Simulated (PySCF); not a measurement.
# Magnetisability: SMILES C/C=C(/F)CO, C4H7FO

Molfile (atoms numbered from 1):
```
C4H7FO
     RDKit          3D

 13 12  0  0  0  0  0  0  0  0999 V2000
   -1.7526   -0.6010   -0.4421 C   0  0  0  0  0  0  0  0  0  0  0  0
   -1.0425    0.5153    0.2533 C   0  0  0  0  0  0  0  0  0  0  0  0
    0.2702    0.6832    0.3083 C   0  0  0  0  0  0  0  0  0  0  0  0
    0.7507    1.7208    1.0434 F   0  0  0  0  0  0  0  0  0  0  0  0
    1.3737   -0.1443   -0.2963 C   0  0  0  0  0  0  0  0  0  0  0  0
    1.1769   -0.4818   -1.6453 O   0  0  0  0  0  0  0  0  0  0  0  0
   -1.9361   -0.3503   -1.4879 H   0  0  0  0  0  0  0  0  0  0  0  0
   -2.7180   -0.7701    0.0288 H   0  0  0  0  0  0  0  0  0  0  0  0
   -1.1851   -1.5290   -0.3924 H   0  0  0  0  0  0  0  0  0  0  0  0
   -1.6615    1.2477    0.7510 H   0  0  0  0  0  0  0  0  0  0  0  0
    2.2978    0.4376   -0.2626 H   0  0  0  0  0  0  0  0  0  0  0  0
    1.5179   -1.0542    0.3119 H   0  0  0  0  0  0  0  0  0  0  0  0
    0.3372   -0.9424   -1.7412 H   0  0  0  0  0  0  0  0  0  0  0  0
  1  2  1  0
  2  3  2  0
  3  4  1  0
  3  5  1  0
  5  6  1  0
  1  7  1  0
  1  8  1  0
  1  9  1  0
  2 10  1  0
  5 11  1  0
  5 12  1  0
  6 13  1  0
M  END
```

Theory: GIAO KT3/pcSseg-1 magnetisability, rotational g tensor and spin-rotation constants, non-relativistic, gas phase (PySCF 2.14.0). Geometry: GFN2-xTB, dihedral held. The dihedral F4–C3–C5–O6 is held at 225°.

Q: How diamagnetic is it, and how anisotropic?

A: Isotropic -854 × 10⁻³⁰ J/T², or -51.4 × 10⁻⁶ cm³/mol; principal values -946, -858, -757 × 10⁻³⁰ J/T², anisotropy 163 × 10⁻³⁰ J/T² (root of half the summed squared differences of the principal values). The susceptibility is in cgs units.

Q: Split it along the inertial axes a, b, c into diamagnetic and paramagnetic parts about the centre of mass, with the quadrupole moment.

A: 
```tsv
axis	χ (10⁻⁶ cm³/mol)	diamagnetic (10⁻⁶ cm³/mol)	paramagnetic (10⁻⁶ cm³/mol)	summed x² of all electrons (Å²)	quadrupole Θ (D Å)
a	-54.5	-394.2	339.8	83.5	+2.62
b	-47.2	-412.3	365.1	79.3	-2.16
c	-52.5	-690.8	638.3	13.6	-0.45
```
Anisotropies 2χaa − χbb − χcc = -9.2 and 2χbb − χaa − χcc = +12.6 × 10⁻⁶ cm³/mol. Θ is traceless in Buckingham's convention.

Q: And the rotational g tensor?

A: 
| axis | rotational constant (GHz) | g | nuclear part | electronic part |
| --- | --- | --- | --- | --- |
| a | 3.7525 | -0.0194 | 0.5795 | -0.5990 |
| b | 3.4637 | -0.0252 | 0.5689 | -0.5941 |
| c | 1.9111 | -0.0100 | 0.5631 | -0.5731 |

Asymmetric top; isotopes 12C, 19F, 1H, 16O; no vibrational averaging.
